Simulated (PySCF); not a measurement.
Bonds (- single, = double, # triple, : aromatic): O1-Si2 1.661 Å, Si2-O3 1.661 Å. O1 carries H4; Si2 carries H5, H6; O3 carries H7.

Geometry: PBE0-D3(BJ)/def2-SVP; GIAO shifts from PySCF 2.14.0 with density-fitted response routines, gas phase, non-relativistic, averaged over equivalent atoms.

At PBE0/pcSseg-1 (78 basis functions, 2.9 s wall time on 1 thread of an Arm Neoverse V2, shared host):
| atoms | δ (ppm) |
| --- | --- |
| O1/O3 | 63.6 |
| Si2 | -24.3 |
| H5/H6 | 4.73 |
| H4/H7 | 1.79 |

Chemical shifts δ = σref − σ; $^{17}$O (σref 334.56) vs H2O; $^{29}$Si (σref 351.99) and $^{1}$H (σref 31.27) vs TMS, all at this level.

Q: What do these become at CAM-B3LYP/pcSseg-2?

A: 
```csv
atoms,δ at CAM-B3LYP/pcSseg-2,change
O1/O3,68.3,+4.7
Si2,-30.5,-6.2
H5/H6,4.82,+0.09
H4/H7,1.91,+0.12
```

References, each an isolated molecule treated in the same way: H2O for $^{17}$O (σref 329.76); $^{29}$Si (σref 328.96) and $^{1}$H (σref 31.34) against TMS.

The largest change is at Si2 (silicon bonded to 2 O, 2 H). Cost: 171 basis functions, 9.2 s wall time on 1 thread of an Arm Neoverse V2, shared host.

Experimental scales use liquid or dissolved standards, which lie at an offset from isolated H2O (liquid H2O: subtract about 36 ppm).
